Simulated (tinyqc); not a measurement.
Worked calculation (part 2 of 2): UHF in the sto-6g basis, for H2O+, spin multiplicity 2. Computed by tinyqc, a small Python program that keeps every step (integrals from PySCF). Command: `OMP_NUM_THREADS=1 python tinyqc.py 27635 27636 out.jsonl` (the two numbers bound the seeds that draw the settings). One thread of a shared host (Intel(R) Xeon(R) Processor @ 2.60GHz), about 0.2 s of CPU time with the checks.

Geometry (angstrom):
```
atom        x         y        z
O     0.00000   0.00000  0.00000
H     0.00000   0.78000  0.62000
H     0.00000  -0.78000  0.62000
```

## Iteration 2: building the Fock matrix

D(alpha) after iteration 1, order 1O 1s, 1O 2s, 1O 2px, 1O 2py, 1O 2pz, 2H 1s, 3H 1s:
$$\begin{pmatrix}
1.05363 & -0.22870 & 0.00000 & 0.00000 & 0.02639 & -0.00955 & -0.00955 \\
-0.22870 & 0.98684 & 0.00000 & 0.00000 & -0.17528 & 0.02113 & 0.02113 \\
0.00000 & 0.00000 & 1.00000 & 0.00000 & 0.00000 & 0.00000 & 0.00000 \\
0.00000 & 0.00000 & 0.00000 & 0.68378 & 0.00000 & 0.19495 & -0.19495 \\
0.02639 & -0.17528 & 0.00000 & 0.00000 & 0.81113 & 0.15024 & 0.15024 \\
-0.00955 & 0.02113 & 0.00000 & 0.19495 & 0.15024 & 0.08644 & -0.02472 \\
-0.00955 & 0.02113 & 0.00000 & -0.19495 & 0.15024 & -0.02472 & 0.08644
\end{pmatrix}$$

D(beta) after iteration 1, order 1O 1s, 1O 2s, 1O 2px, 1O 2py, 1O 2pz, 2H 1s, 3H 1s:
$$\begin{pmatrix}
1.05284 & -0.22522 & 0.00000 & 0.00000 & 0.02958 & -0.01220 & -0.01220 \\
-0.22522 & 0.97850 & 0.00000 & 0.00000 & -0.18634 & 0.02337 & 0.02337 \\
0.00000 & 0.00000 & 0.00000 & 0.00000 & 0.00000 & 0.00000 & 0.00000 \\
0.00000 & 0.00000 & 0.00000 & 0.66344 & 0.00000 & 0.20337 & -0.20337 \\
0.02958 & -0.18634 & 0.00000 & 0.00000 & 0.79956 & 0.15687 & 0.15687 \\
-0.01220 & 0.02337 & 0.00000 & 0.20337 & 0.15687 & 0.09698 & -0.02771 \\
-0.01220 & 0.02337 & 0.00000 & -0.20337 & 0.15687 & -0.02771 & 0.09698
\end{pmatrix}$$

core Hamiltonian H = T + V (hartree), order 1O 1s, 1O 2s, 1O 2px, 1O 2py, 1O 2pz, 2H 1s, 3H 1s:
$$\begin{pmatrix}
-32.99330 & -7.29282 & 0.00000 & 0.00000 & -0.01886 & -1.60956 & -1.60956 \\
-7.29282 & -9.20866 & 0.00000 & 0.00000 & -0.21268 & -3.49431 & -3.49431 \\
0.00000 & 0.00000 & -7.44314 & 0.00000 & 0.00000 & 0.00000 & 0.00000 \\
0.00000 & 0.00000 & 0.00000 & -7.58364 & 0.00000 & -1.91031 & 1.91031 \\
-0.01886 & -0.21268 & 0.00000 & 0.00000 & -7.53191 & -1.58555 & -1.58555 \\
-1.60956 & -3.49431 & 0.00000 & -1.91031 & -1.58555 & -4.92513 & -1.46722 \\
-1.60956 & -3.49431 & 0.00000 & 1.91031 & -1.58555 & -1.46722 & -4.92513
\end{pmatrix}$$

nuclear repulsion = 8.8366977 hartree

Given earlier and not repeated: Two-electron integrals (ij|kl) in chemists' order.

J_ij = sum D_kl (ij|kl) with D = D(alpha) + D(beta), K_ij = sum D_kl (ik|jl) for each spin; F = H + J - K(s); E = tr D H + tr D J / 2 - 0.5 sum_s tr D(s) K(s) + E_nn.

Coulomb J (hartree), order 1O 1s, 1O 2s, 1O 2px, 1O 2py, 1O 2pz, 2H 1s, 3H 1s:
$$\begin{pmatrix}
16.85734 & 2.96637 & 0.00000 & 0.00000 & -0.00498 & 0.67033 & 0.67033 \\
2.96637 & 7.66435 & 0.00000 & 0.00000 & 0.01656 & 2.85331 & 2.85331 \\
0.00000 & 0.00000 & 7.60454 & 0.00000 & 0.00000 & 0.00000 & 0.00000 \\
0.00000 & 0.00000 & 0.00000 & 7.69235 & 0.00000 & 1.70967 & -1.70967 \\
-0.00498 & 0.01656 & 0.00000 & 0.00000 & 7.69615 & 1.36853 & 1.36853 \\
0.67033 & 2.85331 & 0.00000 & 1.70967 & 1.36853 & 4.50666 & 1.19834 \\
0.67033 & 2.85331 & 0.00000 & -1.70967 & 1.36853 & 1.19834 & 4.50666
\end{pmatrix}$$

exchange K(alpha) (hartree), order 1O 1s, 1O 2s, 1O 2px, 1O 2py, 1O 2pz, 2H 1s, 3H 1s:
$$\begin{pmatrix}
4.91760 & 0.77761 & 0.00000 & 0.00000 & -0.00008 & 0.18835 & 0.18835 \\
0.77761 & 1.36241 & 0.00000 & 0.00000 & -0.02613 & 0.53762 & 0.53762 \\
0.00000 & 0.00000 & 1.15622 & 0.00000 & 0.00000 & 0.00000 & 0.00000 \\
0.00000 & 0.00000 & 0.00000 & 1.06156 & 0.00000 & 0.31288 & -0.31288 \\
-0.00008 & -0.02613 & 0.00000 & 0.00000 & 1.09993 & 0.25184 & 0.25184 \\
0.18835 & 0.53762 & 0.00000 & 0.31288 & 0.25184 & 0.47975 & 0.19268 \\
0.18835 & 0.53762 & 0.00000 & -0.31288 & 0.25184 & 0.19268 & 0.47975
\end{pmatrix}$$

exchange K(beta) (hartree), order 1O 1s, 1O 2s, 1O 2px, 1O 2py, 1O 2pz, 2H 1s, 3H 1s:
$$\begin{pmatrix}
4.88968 & 0.73790 & 0.00000 & 0.00000 & 0.00071 & 0.17824 & 0.17824 \\
0.73790 & 1.17714 & 0.00000 & 0.00000 & -0.02887 & 0.48503 & 0.48503 \\
0.00000 & 0.00000 & 0.27395 & 0.00000 & 0.00000 & 0.00000 & 0.00000 \\
0.00000 & 0.00000 & 0.00000 & 1.00410 & 0.00000 & 0.30707 & -0.30707 \\
0.00071 & -0.02887 & 0.00000 & 0.00000 & 1.04625 & 0.24706 & 0.24706 \\
0.17824 & 0.48503 & 0.00000 & 0.30707 & 0.24706 & 0.46910 & 0.17759 \\
0.17824 & 0.48503 & 0.00000 & -0.30707 & 0.24706 & 0.17759 & 0.46910
\end{pmatrix}$$

F(alpha) (hartree), order 1O 1s, 1O 2s, 1O 2px, 1O 2py, 1O 2pz, 2H 1s, 3H 1s:
$$\begin{pmatrix}
-21.05356 & -5.10406 & 0.00000 & 0.00000 & -0.02376 & -1.12759 & -1.12759 \\
-5.10406 & -2.90673 & 0.00000 & 0.00000 & -0.16999 & -1.17862 & -1.17862 \\
0.00000 & 0.00000 & -0.99482 & 0.00000 & 0.00000 & 0.00000 & 0.00000 \\
0.00000 & 0.00000 & 0.00000 & -0.95285 & 0.00000 & -0.51353 & 0.51353 \\
-0.02376 & -0.16999 & 0.00000 & 0.00000 & -0.93569 & -0.46886 & -0.46886 \\
-1.12759 & -1.17862 & 0.00000 & -0.51353 & -0.46886 & -0.89822 & -0.46155 \\
-1.12759 & -1.17862 & 0.00000 & 0.51353 & -0.46886 & -0.46155 & -0.89822
\end{pmatrix}$$

F(beta) (hartree), order 1O 1s, 1O 2s, 1O 2px, 1O 2py, 1O 2pz, 2H 1s, 3H 1s:
$$\begin{pmatrix}
-21.02564 & -5.06435 & 0.00000 & 0.00000 & -0.02455 & -1.11747 & -1.11747 \\
-5.06435 & -2.72146 & 0.00000 & 0.00000 & -0.16725 & -1.12604 & -1.12604 \\
0.00000 & 0.00000 & -0.11255 & 0.00000 & 0.00000 & 0.00000 & 0.00000 \\
0.00000 & 0.00000 & 0.00000 & -0.89539 & 0.00000 & -0.50772 & 0.50772 \\
-0.02455 & -0.16725 & 0.00000 & 0.00000 & -0.88201 & -0.46408 & -0.46408 \\
-1.11747 & -1.12604 & 0.00000 & -0.50772 & -0.46408 & -0.88757 & -0.44647 \\
-1.11747 & -1.12604 & 0.00000 & 0.50772 & -0.46408 & -0.44647 & -0.88757
\end{pmatrix}$$

total energy of this density = -75.3317298 hartree

## Iteration 2: DIIS over 2 matrices

error matrix X^T (FDS - SDF) X (alpha):
$$\begin{pmatrix}
0.00000 & 0.02615 & 0.00000 & 0.00000 & 0.02335 & -0.04321 & -0.04321 \\
-0.02615 & 0.00000 & 0.00000 & 0.00000 & 0.02584 & 0.00417 & 0.00417 \\
0.00000 & 0.00000 & 0.00000 & 0.00000 & 0.00000 & 0.00000 & 0.00000 \\
0.00000 & 0.00000 & 0.00000 & 0.00000 & 0.00000 & 0.09359 & -0.09359 \\
-0.02335 & -0.02584 & 0.00000 & 0.00000 & 0.00000 & 0.04642 & 0.04642 \\
0.04321 & -0.00417 & 0.00000 & -0.09359 & -0.04642 & 0.00000 & 0.00000 \\
0.04321 & -0.00417 & 0.00000 & 0.09359 & -0.04642 & 0.00000 & 0.00000
\end{pmatrix}$$

B (overlaps of the stored error matrices):
$$\begin{pmatrix}
3.7377234e+00 & -2.6683359e-02 \\
-2.6683359e-02 & 1.1692247e-01
\end{pmatrix}$$

Minimise |sum c_i e_i|^2 with sum c_i = 1: solve [B -1; -1 0][c; lambda] = [0; -1] with B_ij = tr e_i^T e_j summed over both spins, and take F = sum c_i F_i.

DIIS coefficients: [0.03675, 0.96325]

extrapolated F(alpha) (hartree), order 1O 1s, 1O 2s, 1O 2px, 1O 2py, 1O 2pz, 2H 1s, 3H 1s:
$$\begin{pmatrix}
-21.10304 & -5.11206 & 0.00000 & 0.00000 & -0.02346 & -1.12978 & -1.12978 \\
-5.11206 & -2.92305 & 0.00000 & 0.00000 & -0.16929 & -1.18591 & -1.18591 \\
0.00000 & 0.00000 & -0.99846 & 0.00000 & 0.00000 & 0.00000 & 0.00000 \\
0.00000 & 0.00000 & 0.00000 & -0.96310 & 0.00000 & -0.51437 & 0.51437 \\
-0.02346 & -0.16929 & 0.00000 & 0.00000 & -0.94471 & -0.46934 & -0.46934 \\
-1.12978 & -1.18591 & 0.00000 & -0.51437 & -0.46934 & -0.90458 & -0.46586 \\
-1.12978 & -1.18591 & 0.00000 & 0.51437 & -0.46934 & -0.46586 & -0.90458
\end{pmatrix}$$

extrapolated F(beta) (hartree), order 1O 1s, 1O 2s, 1O 2px, 1O 2py, 1O 2pz, 2H 1s, 3H 1s:
$$\begin{pmatrix}
-21.03959 & -5.06808 & 0.00000 & 0.00000 & -0.02415 & -1.11857 & -1.11857 \\
-5.06808 & -2.73440 & 0.00000 & 0.00000 & -0.16608 & -1.13052 & -1.13052 \\
0.00000 & 0.00000 & -0.14229 & 0.00000 & 0.00000 & 0.00000 & 0.00000 \\
0.00000 & 0.00000 & 0.00000 & -0.90099 & 0.00000 & -0.50656 & 0.50656 \\
-0.02415 & -0.16608 & 0.00000 & 0.00000 & -0.88640 & -0.46272 & -0.46272 \\
-1.11857 & -1.13052 & 0.00000 & -0.50656 & -0.46272 & -0.88907 & -0.44912 \\
-1.11857 & -1.13052 & 0.00000 & 0.50656 & -0.46272 & -0.44912 & -0.88907
\end{pmatrix}$$

## Iteration 2: diagonalisation and new density

X, order 1O 1s, 1O 2s, 1O 2px, 1O 2py, 1O 2pz, 2H 1s, 3H 1s:
$$\begin{pmatrix}
1.02271 & -0.13694 & 0.00000 & 0.00000 & -0.00884 & 0.01929 & 0.01929 \\
-0.13694 & 1.21837 & 0.00000 & 0.00000 & 0.10116 & -0.27440 & -0.27440 \\
0.00000 & 0.00000 & 1.00000 & 0.00000 & 0.00000 & 0.00000 & 0.00000 \\
0.00000 & 0.00000 & 0.00000 & 1.09918 & 0.00000 & -0.21279 & 0.21279 \\
-0.00884 & 0.10116 & 0.00000 & 0.00000 & 1.05181 & -0.14099 & -0.14099 \\
0.01929 & -0.27440 & 0.00000 & -0.21279 & -0.14099 & 1.18549 & -0.08267 \\
0.01929 & -0.27440 & 0.00000 & 0.21279 & -0.14099 & -0.08267 & 1.18549
\end{pmatrix}$$

Diagonalise F' = X^T F X, C = X C', fill 5 alpha and 4 beta electrons from the bottom; D(s) = C_occ C_occ^T. Each column has its largest component positive (the first on a tie).

F' = X^T F X (alpha) (hartree):
$$\begin{pmatrix}
-20.77257 & -2.51437 & 0.00000 & 0.00000 & -0.03264 & -0.18506 & -0.18506 \\
-2.51437 & -1.81788 & 0.00000 & 0.00000 & 0.02670 & -0.49592 & -0.49592 \\
0.00000 & 0.00000 & -0.99846 & 0.00000 & 0.00000 & 0.00000 & 0.00000 \\
0.00000 & 0.00000 & 0.00000 & -0.72211 & 0.00000 & -0.41992 & 0.41992 \\
-0.03264 & 0.02670 & 0.00000 & 0.00000 & -0.81720 & -0.30366 & -0.30366 \\
-0.18506 & -0.49592 & 0.00000 & -0.41992 & -0.30366 & -0.34210 & -0.10453 \\
-0.18506 & -0.49592 & 0.00000 & 0.41992 & -0.30366 & -0.10453 & -0.34210
\end{pmatrix}$$

orbital energies (alpha) (hartree): MO1 -21.10644, MO2 -1.83692, MO3 -1.12121, MO4 -0.99846, MO5 -0.97404, MO6 0.06312, MO7 0.16154

coefficients C (alpha), order 1O 1s, 1O 2s, 1O 2px, 1O 2py, 1O 2pz, 2H 1s, 3H 1s:
$$\begin{pmatrix}
0.99656 & -0.23058 & 0.00000 & 0.00000 & 0.08355 & -0.11053 & 0.00000 \\
0.01603 & 0.90295 & 0.00000 & 0.00000 & -0.43753 & 0.81055 & 0.00000 \\
0.00000 & 0.00000 & 0.00000 & 1.00000 & 0.00000 & 0.00000 & 0.00000 \\
0.00000 & 0.00000 & 0.74444 & 0.00000 & 0.00000 & 0.00000 & -0.86288 \\
0.00286 & 0.17336 & 0.00000 & 0.00000 & 0.84439 & 0.64290 & 0.00000 \\
-0.00349 & 0.09923 & 0.32357 & 0.00000 & 0.20204 & -0.80807 & 0.86296 \\
-0.00349 & 0.09923 & -0.32357 & 0.00000 & 0.20204 & -0.80807 & -0.86296
\end{pmatrix}$$

F' = X^T F X (beta) (hartree):
$$\begin{pmatrix}
-20.71464 & -2.49918 & 0.00000 & 0.00000 & -0.03375 & -0.18465 & -0.18465 \\
-2.49918 & -1.61819 & 0.00000 & 0.00000 & 0.03627 & -0.48551 & -0.48551 \\
0.00000 & 0.00000 & -0.14229 & 0.00000 & 0.00000 & 0.00000 & 0.00000 \\
0.00000 & 0.00000 & 0.00000 & -0.65448 & 0.00000 & -0.42254 & 0.42254 \\
-0.03375 & 0.03627 & 0.00000 & 0.00000 & -0.75589 & -0.30512 & -0.30512 \\
-0.18465 & -0.48551 & 0.00000 & -0.42254 & -0.30512 & -0.34480 & -0.10248 \\
-0.18465 & -0.48551 & 0.00000 & 0.42254 & -0.30512 & -0.10248 & -0.34480
\end{pmatrix}$$

orbital energies (beta) (hartree): MO1 -21.04220, MO2 -1.67953, MO3 -1.08049, MO4 -0.91123, MO5 -0.14229, MO6 0.09695, MO7 0.18369

coefficients C (beta), order 1O 1s, 1O 2s, 1O 2px, 1O 2py, 1O 2pz, 2H 1s, 3H 1s:
$$\begin{pmatrix}
0.99701 & -0.22043 & 0.00000 & 0.09542 & 0.00000 & -0.11736 & 0.00000 \\
0.01401 & 0.84999 & 0.00000 & -0.48804 & 0.00000 & 0.83853 & 0.00000 \\
0.00000 & 0.00000 & 0.00000 & 0.00000 & 1.00000 & 0.00000 & 0.00000 \\
0.00000 & 0.00000 & 0.72032 & 0.00000 & 0.00000 & 0.00000 & 0.88312 \\
0.00270 & 0.19451 & 0.00000 & 0.83109 & 0.00000 & 0.65408 & 0.00000 \\
-0.00312 & 0.13786 & 0.34729 & 0.20042 & 0.00000 & -0.80279 & -0.85369 \\
-0.00312 & 0.13786 & -0.34729 & 0.20042 & 0.00000 & -0.80279 & 0.85369
\end{pmatrix}$$

D(alpha) after iteration 2, order 1O 1s, 1O 2s, 1O 2px, 1O 2py, 1O 2pz, 2H 1s, 3H 1s:
$$\begin{pmatrix}
1.05328 & -0.22878 & 0.00000 & 0.00000 & 0.03342 & -0.00948 & -0.00948 \\
-0.22878 & 1.00700 & 0.00000 & 0.00000 & -0.21287 & 0.00114 & 0.00114 \\
0.00000 & 0.00000 & 1.00000 & 0.00000 & 0.00000 & 0.00000 & 0.00000 \\
0.00000 & 0.00000 & 0.00000 & 0.55420 & 0.00000 & 0.24088 & -0.24088 \\
0.03342 & -0.21287 & 0.00000 & 0.00000 & 0.74306 & 0.18779 & 0.18779 \\
-0.00948 & 0.00114 & 0.00000 & 0.24088 & 0.18779 & 0.15538 & -0.05402 \\
-0.00948 & 0.00114 & 0.00000 & -0.24088 & 0.18779 & -0.05402 & 0.15538
\end{pmatrix}$$

D(beta) after iteration 2, order 1O 1s, 1O 2s, 1O 2px, 1O 2py, 1O 2pz, 2H 1s, 3H 1s:
$$\begin{pmatrix}
1.05173 & -0.21997 & 0.00000 & 0.00000 & 0.03913 & -0.01438 & -0.01438 \\
-0.21997 & 0.96086 & 0.00000 & 0.00000 & -0.24024 & 0.01932 & 0.01932 \\
0.00000 & 0.00000 & 0.00000 & 0.00000 & 0.00000 & 0.00000 & 0.00000 \\
0.00000 & 0.00000 & 0.00000 & 0.51886 & 0.00000 & 0.25016 & -0.25016 \\
0.03913 & -0.24024 & 0.00000 & 0.00000 & 0.72855 & 0.19338 & 0.19338 \\
-0.01438 & 0.01932 & 0.00000 & 0.25016 & 0.19338 & 0.17979 & -0.06142 \\
-0.01438 & 0.01932 & 0.00000 & -0.25016 & 0.19338 & -0.06142 & 0.17979
\end{pmatrix}$$

## Iteration 10 (converged): orbitals

converged F(alpha) (hartree), order 1O 1s, 1O 2s, 1O 2px, 1O 2py, 1O 2pz, 2H 1s, 3H 1s:
$$\begin{pmatrix}
-21.28009 & -5.14838 & 0.00000 & 0.00000 & -0.02536 & -1.13675 & -1.13675 \\
-5.14838 & -3.01347 & 0.00000 & 0.00000 & -0.15640 & -1.20519 & -1.20519 \\
0.00000 & 0.00000 & -1.10822 & 0.00000 & 0.00000 & 0.00000 & 0.00000 \\
0.00000 & 0.00000 & 0.00000 & -1.01633 & 0.00000 & -0.53364 & 0.53364 \\
-0.02536 & -0.15640 & 0.00000 & 0.00000 & -1.02678 & -0.48202 & -0.48202 \\
-1.13675 & -1.20519 & 0.00000 & -0.53364 & -0.48202 & -0.92068 & -0.46159 \\
-1.13675 & -1.20519 & 0.00000 & 0.53364 & -0.48202 & -0.46159 & -0.92068
\end{pmatrix}$$

converged F(beta) (hartree), order 1O 1s, 1O 2s, 1O 2px, 1O 2py, 1O 2pz, 2H 1s, 3H 1s:
$$\begin{pmatrix}
-21.24888 & -5.10576 & 0.00000 & 0.00000 & -0.02470 & -1.12632 & -1.12632 \\
-5.10576 & -2.80877 & 0.00000 & 0.00000 & -0.13814 & -1.15608 & -1.15608 \\
0.00000 & 0.00000 & -0.21912 & 0.00000 & 0.00000 & 0.00000 & 0.00000 \\
0.00000 & 0.00000 & 0.00000 & -0.92604 & 0.00000 & -0.53085 & 0.53085 \\
-0.02470 & -0.13814 & 0.00000 & 0.00000 & -0.95566 & -0.47705 & -0.47705 \\
-1.12632 & -1.15608 & 0.00000 & -0.53085 & -0.47705 & -0.93944 & -0.45195 \\
-1.12632 & -1.15608 & 0.00000 & 0.53085 & -0.47705 & -0.45195 & -0.93944
\end{pmatrix}$$

As before.

F' = X^T F X (alpha) (hartree):
$$\begin{pmatrix}
-20.94955 & -2.51926 & 0.00000 & 0.00000 & -0.03604 & -0.18602 & -0.18602 \\
-2.51926 & -1.91655 & 0.00000 & 0.00000 & 0.03860 & -0.49537 & -0.49537 \\
0.00000 & 0.00000 & -1.10822 & 0.00000 & 0.00000 & 0.00000 & 0.00000 \\
0.00000 & 0.00000 & 0.00000 & -0.77023 & 0.00000 & -0.43059 & 0.43059 \\
-0.03604 & 0.03860 & 0.00000 & 0.00000 & -0.89798 & -0.30997 & -0.30997 \\
-0.18602 & -0.49537 & 0.00000 & -0.43059 & -0.30997 & -0.34947 & -0.09515 \\
-0.18602 & -0.49537 & 0.00000 & 0.43059 & -0.30997 & -0.09515 & -0.34947
\end{pmatrix}$$

orbital energies (alpha) (hartree): MO1 -21.28336, MO2 -1.91169, MO3 -1.17361, MO4 -1.10822, MO5 -1.06109, MO6 0.04744, MO7 0.14905

coefficients C (alpha), order 1O 1s, 1O 2s, 1O 2px, 1O 2py, 1O 2pz, 2H 1s, 3H 1s:
$$\begin{pmatrix}
0.99664 & -0.23417 & 0.00000 & 0.00000 & 0.07648 & 0.10739 & 0.00000 \\
0.01573 & 0.92725 & 0.00000 & 0.00000 & -0.40643 & -0.79923 & 0.00000 \\
0.00000 & 0.00000 & 0.00000 & 1.00000 & 0.00000 & 0.00000 & 0.00000 \\
0.00000 & 0.00000 & 0.75018 & 0.00000 & 0.00000 & 0.00000 & -0.85790 \\
0.00294 & 0.16289 & 0.00000 & 0.00000 & 0.85505 & -0.63144 & 0.00000 \\
-0.00350 & 0.08043 & 0.31781 & 0.00000 & 0.19610 & 0.81161 & 0.86510 \\
-0.00350 & 0.08043 & -0.31781 & 0.00000 & 0.19610 & 0.81161 & -0.86510
\end{pmatrix}$$

F' = X^T F X (beta) (hartree):
$$\begin{pmatrix}
-20.92468 & -2.50410 & 0.00000 & 0.00000 & -0.03795 & -0.18583 & -0.18583 \\
-2.50410 & -1.68715 & 0.00000 & 0.00000 & 0.07102 & -0.49054 & -0.49054 \\
0.00000 & 0.00000 & -0.21912 & 0.00000 & 0.00000 & 0.00000 & 0.00000 \\
0.00000 & 0.00000 & 0.00000 & -0.66633 & 0.00000 & -0.43990 & 0.43990 \\
-0.03795 & 0.07102 & 0.00000 & 0.00000 & -0.81946 & -0.31503 & -0.31503 \\
-0.18583 & -0.49054 & 0.00000 & -0.43990 & -0.31503 & -0.38831 & -0.09346 \\
-0.18583 & -0.49054 & 0.00000 & 0.43990 & -0.31503 & -0.09346 & -0.38831
\end{pmatrix}$$

orbital energies (beta) (hartree): MO1 -21.25121, MO2 -1.73789, MO3 -1.12984, MO4 -1.00172, MO5 -0.21912, MO6 0.07778, MO7 0.16866

coefficients C (beta), order 1O 1s, 1O 2s, 1O 2px, 1O 2py, 1O 2pz, 2H 1s, 3H 1s:
$$\begin{pmatrix}
0.99719 & -0.22236 & 0.00000 & 0.08924 & 0.00000 & -0.11707 & 0.00000 \\
0.01321 & 0.86251 & 0.00000 & -0.46715 & 0.00000 & 0.83766 & 0.00000 \\
0.00000 & 0.00000 & 0.00000 & 0.00000 & 1.00000 & 0.00000 & 0.00000 \\
0.00000 & 0.00000 & 0.70164 & 0.00000 & 0.00000 & 0.00000 & 0.89804 \\
0.00263 & 0.16829 & 0.00000 & 0.83284 & 0.00000 & 0.65911 & 0.00000 \\
-0.00297 & 0.13343 & 0.36512 & 0.20895 & 0.00000 & -0.80136 & -0.84622 \\
-0.00297 & 0.13343 & -0.36512 & 0.20895 & 0.00000 & -0.80136 & 0.84622
\end{pmatrix}$$

D(alpha) after iteration 10, order 1O 1s, 1O 2s, 1O 2px, 1O 2py, 1O 2pz, 2H 1s, 3H 1s:
$$\begin{pmatrix}
1.05397 & -0.23254 & 0.00000 & 0.00000 & 0.03018 & -0.00733 & -0.00733 \\
-0.23254 & 1.02523 & 0.00000 & 0.00000 & -0.19643 & -0.00518 & -0.00518 \\
0.00000 & 0.00000 & 1.00000 & 0.00000 & 0.00000 & 0.00000 & 0.00000 \\
0.00000 & 0.00000 & 0.00000 & 0.56277 & 0.00000 & 0.23841 & -0.23841 \\
0.03018 & -0.19643 & 0.00000 & 0.00000 & 0.75766 & 0.18077 & 0.18077 \\
-0.00733 & -0.00518 & 0.00000 & 0.23841 & 0.18077 & 0.14594 & -0.05606 \\
-0.00733 & -0.00518 & 0.00000 & -0.23841 & 0.18077 & -0.05606 & 0.14594
\end{pmatrix}$$

D(beta) after iteration 10, order 1O 1s, 1O 2s, 1O 2px, 1O 2py, 1O 2pz, 2H 1s, 3H 1s:
$$\begin{pmatrix}
1.05180 & -0.22031 & 0.00000 & 0.00000 & 0.03953 & -0.01398 & -0.01398 \\
-0.22031 & 0.96232 & 0.00000 & 0.00000 & -0.24388 & 0.01743 & 0.01743 \\
0.00000 & 0.00000 & 0.00000 & 0.00000 & 0.00000 & 0.00000 & 0.00000 \\
0.00000 & 0.00000 & 0.00000 & 0.49229 & 0.00000 & 0.25618 & -0.25618 \\
0.03953 & -0.24388 & 0.00000 & 0.00000 & 0.72195 & 0.19647 & 0.19647 \\
-0.01398 & 0.01743 & 0.00000 & 0.25618 & 0.19647 & 0.19478 & -0.07184 \\
-0.01398 & 0.01743 & 0.00000 & -0.25618 & 0.19647 & -0.07184 & 0.19478
\end{pmatrix}$$

## Convergence

Stop when the energy changes by less than 1e-10 hartree and every element of the error matrix X^T (F D S - S D F) X (for each spin) is below 3e-06.

Course of the cycle:
```
iteration  E (hartree)     change  largest element of the error matrix
1          -71.0824562          -                             5.85e-01
2          -75.3317298  -4.25e+00                             1.03e-01
3          -75.3742473  -4.25e-02                             1.28e-02
4          -75.3747342  -4.87e-04                             3.84e-03
5          -75.3748505  -1.16e-04                             1.52e-03
6          -75.3748843  -3.38e-05                             3.43e-04
7          -75.3748857  -1.46e-06                             9.77e-05
8          -75.3748858  -5.68e-08                             1.04e-05
9          -75.3748858  -6.98e-10                             2.43e-06
10         -75.3748858  -4.89e-11                             7.39e-07
```

PySCF UHF in the same basis, after a stability check = -75.3748858 hartree

Converged in 10 iterations.

## Populations, bond orders and dipole

overlap S, order 1O 1s, 1O 2s, 1O 2px, 1O 2py, 1O 2pz, 2H 1s, 3H 1s:
$$\begin{pmatrix}
1.00000 & 0.23114 & 0.00000 & 0.00000 & 0.00000 & 0.05066 & 0.05066 \\
0.23114 & 1.00000 & 0.00000 & 0.00000 & 0.00000 & 0.45149 & 0.45149 \\
0.00000 & 0.00000 & 1.00000 & 0.00000 & 0.00000 & 0.00000 & 0.00000 \\
0.00000 & 0.00000 & 0.00000 & 1.00000 & 0.00000 & 0.29654 & -0.29654 \\
0.00000 & 0.00000 & 0.00000 & 0.00000 & 1.00000 & 0.23571 & 0.23571 \\
0.05066 & 0.45149 & 0.00000 & 0.29654 & 0.23571 & 1.00000 & 0.23548 \\
0.05066 & 0.45149 & 0.00000 & -0.29654 & 0.23571 & 0.23548 & 1.00000
\end{pmatrix}$$

Mulliken: Z minus the diagonal of D S on the atom; Loewdin: the same with S^(1/2) D S^(1/2); Mayer order: 2 sum_s sum (D(s) S)_ij (D(s) S)_ji over the two atoms.

Charges (e):
```
atom  Mulliken  Loewdin  Mulliken spin
1O     0.10129  0.29268        1.12793
2H     0.44936  0.35366       -0.06396
3H     0.44936  0.35366       -0.06396
```

Mayer bond orders:
```
pair    order
2-1   0.78378
3-1   0.78378
3-2   0.01021
```

dipole moment about the origin, x y z (debye): [0.00000, 0.00000, 3.16793]

<S^2> of the determinant (pure state: 0.75) = 0.75643
